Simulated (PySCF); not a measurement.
An element was calculated at UHF (PySCF 2.14, spin-free X2C, a triple-zeta basis, no spin-orbit coupling), in the ground configurations that NIST lists.

* first ionisation energy: 14.539 eV
* second ionisation energy: 26.352 eV
* third ionisation energy: 39.387 eV
* polarisability of the atom: 10.5 bohr³

**Question.** Which element is it?

**Answer.** Argon (Ar, Z = 18), in aug-cc-pCVTZ-DK. NIST lists 15.760, 27.630, 40.735 ± 0.012 eV for these ionisation energies.
